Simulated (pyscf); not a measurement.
PySCF, gas phase, ωB97X-D3(BJ)/def2-SVP geometries.

For the elementary gas-phase step `[OH][SiH]([F])[F]` + `[H][H]` -> `[F][SiH2][F]` + `[OH2]` (singlet surface; O–Si, H–H broken, H–Si, H–O formed), what barrier and reaction energy does ωB97M-D3(BJ)/def2-TZVP give, measured from the separated reactants?

ΔE‡ = 228.8 kJ/mol, ΔE = +107.1 kJ/mol. Zero-point energy shifts the barrier by +12.1 kJ/mol. It is a four-centre exchange, with an imaginary mode of 1366i cm⁻¹. On the product side the descent ends in a complex, 17.8 kJ/mol under the separated species and 141.8 kJ/mol under the saddle at ωB97X-D3(BJ)/def2-TZVP. One saddle was located; it need not be the lowest between these sides.
